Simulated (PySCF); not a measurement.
Species: nitrogen trifluoride, NF3.
SMILES: `FN(F)F`

The closed-shell ground state was solved at several levels (PySCF, density fitting, gas phase, non-relativistic). Isolated species at its PBE0-D3(BJ)/def2-SVP geometry, gas phase.

```csv
level,basis functions,total energy (Eh),HOMO (eV),LUMO (eV),gap (eV),dipole (D)
wB97X-D/def2-SVPD,89,-353.7268,-12.26,2.63,14.89,0.13
PBE0/6-31+G*,72,-353.7610,-10.23,0.66,10.89,0.15
BHandHLYP/def2-SVPD,89,-353.6704,-12.20,1.97,14.17,0.21
PBE0/def2-SVP,56,-353.4621,-9.83,1.40,11.23,0.06
PBE0/def2-TZVPD,157,-353.9076,-10.16,0.66,10.82,0.14
PBE0/def2-SVPD,89,-353.4921,-10.25,0.72,10.97,0.13
```

(1) What might PBE0/6-31G* (56 basis functions) give for the same quantities?

(2) Over all these levels, which gives the widest orbital gap and which the narrowest?

(3) How much does the basis alone move the frontier levels among the 5 PBE0 rows (the withheld one included)?

(4) How far do the dipole and the HOMO energy spread over the levels?

## Answers

(1) Total energy -353.7342 Eh, HOMO -9.55 eV, LUMO 1.75 eV, gap 11.30 eV, dipole 0.01 D.

(2) wB97X-D/def2-SVPD (range-separated hybrid) has the widest, 14.89 eV, and PBE0/def2-TZVPD (global hybrid, 25 % exact exchange) the narrowest, 10.82 eV. Functional and basis both differ between the two, so the spread mixes both effects.

(3) The HOMO by 0.70 eV and the LUMO by 1.09 eV. By rising basis size (HOMO, LUMO in eV): def2-SVP -9.83, 1.40; 6-31G* -9.55, 1.75; 6-31+G* -10.23, 0.66; def2-SVPD -10.25, 0.72; def2-TZVPD -10.16, 0.66.

(4) The dipole runs from 0.01 to 0.21 D (mean 0.12 D) and the HOMO from -12.26 to -9.55 eV.

The pairwise dispersion term of wB97X-D wasn't added to the energies; at a given geometry it leaves orbitals and properties as they are.
